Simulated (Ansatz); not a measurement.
**AlH4+ (singlet): the correlation ladder, cc-pVTZ**

An exercise on one series of results from a longer session: the logs are not shown, and one member is left open.

Method: cc-pVTZ, core rule «outside noble gas», up to 5 orbitals frozen; program: Ansatz 0.2.0, Gaussian basis.

The runs, in order: UHF; CCSD(T) on RHF; BCCD(T) on RHF; CCSDT(Q) on RHF.

12 further runs of the same task are left out: 3 for a known fault of the program, 3 that didn't finish, 6 set aside as unsound or not needed.

## What is computed

The geometry is a PBE0/def2-TZVP stationary point (not a proven minimum).

5 atoms, charge 1, spin multiplicity 1.

Atoms are counted from 1 here; the program's logs count them from 0.

Bond lengths: Al1–H4 1.552 Å, Al1–H5 1.552 Å, H2–H3 0.770 Å. Angles: H4–Al1–H5 164.0°.

As a file:

```xyz
5

Al    0.00000    0.00000   -0.11862
H     0.00000   -0.38479    1.92243
H     0.00000    0.38479    1.92243
H     0.00000    1.53693   -0.33477
H     0.00000   -1.53693   -0.33477
```

The first run:

The input, in.yaml:

```yaml
crystal:
  periodic: [false, false, false]
  atoms:
    - {symbol: Al, position_ang: [0.000000, 0.000000, -0.118619]}
    - {symbol: H, position_ang: [0.000000, -0.384792, 1.922431]}
    - {symbol: H, position_ang: [0.000000, 0.384794, 1.922430]}
    - {symbol: H, position_ang: [0.000000, 1.536935, -0.334772]}
    - {symbol: H, position_ang: [0.000000, -1.536935, -0.334770]}
basis:
  gaussian: {orbitals: cc-pVTZ}
total_charge: 1
magnetization: {spin_polarized: true, initial_magnetization: 0}
hamiltonian: {xc: hf}
output: {orbitals: {seedname: orbitals}}
```

Run with:

```bash
> ansatz run in.yaml --threads 1 --pin off --events-out ev --progress --plain --max-ram 2393MiB
```

Among the steps run: UHF; CCSD(T) on RHF; BCCD(T) on RHF; CCSDT(Q) on RHF.

One of the session's tables, all rows but one given; the rest of the session is left out.

| method | from RCCSDT(Q) (meV) |
| --- | --- |
| RHF | ? |
| RMP2 | +703.0 |
| RCCSD | +42.3 |
| RCCSD(T) | +9.5 |
| BCCD(T) | +9.3 |
| RCCSDT | +0.9 |
| RCCSDT(Q) | 0 |

Q: Estimate the row for RHF from the others.

As computed: from RCCSDT(Q) (meV): +3316.3. In the column «from RCCSDT(Q) (meV)» it is the highest.
